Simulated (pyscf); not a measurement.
7 gas-phase steps of one pattern: 1,1-elimination on the singlet surface, Ge–H + Ge–H or H–Si + H–Si or H–Sn + H–Sn broken and H–H formed. Single points on ωB97X-D3(BJ)/def2-SVP structures (PySCF, gas phase). Electronic energies in kJ/mol, from the reactant's lowest minimum found; ΔE‡ at ωB97M-D3(BJ)/def2-TZVP, beside the barrier at PBE/def2-TZVP on the same structures. Rows were drawn at random from the steps of this pattern with a verified saddle, stable references and no exit in the data more than 5 kcal/mol lower.

```tsv
row	step	ΔE‡(PBE)	ΔE‡
1	Cl–SnH₂–Cl -> Cl–Sn:–Cl [singlet] + H₂	228.4	275.0
2	HO–GeH₃ -> HO–GeH: [singlet] + H₂	214.2	251.2
3	Cl–GeH₃ → Cl–GeH: [singlet] + H₂	211.8	248.8
4	H₂P–GeH₃ -> H₂P–GeH: [singlet] + H₂	190.6	?
5	H₂N–SiH₃ → H₂N–SiH: [singlet] + H₂	230.2	265.5
6	HO–SiH₃ -> HO–SiH: [singlet] + H₂	242.3	279.9
7	H₃Si–Cl → :HSi–Cl [singlet] + H₂	237.8	274.6
```

### Question
Fit ΔE‡ = a + b·ΔE‡(PBE) to the other rows and predict row 4.

### Answer
Over the 6 complete rows the means are +227.5 (ΔE‡(PBE)) and 265.8 (ΔE‡); least squares gives b = 1.01 and a = 36.1 kJ/mol, with residuals of 3.7 kJ/mol (root mean square; largest 8.2, row 1). For row 4: 36.1 + 1.01 × (+190.6) = 228.6 kJ/mol, an extrapolation. The computed barrier is 222.5 kJ/mol, 6.1 under the line. The line follows the complete rows closely. Each barrier is that of the saddle found. Elements up to Kr have no core potential and no relativistic terms here. Elements past Kr carry the def2 core potentials, without spin-orbit coupling.
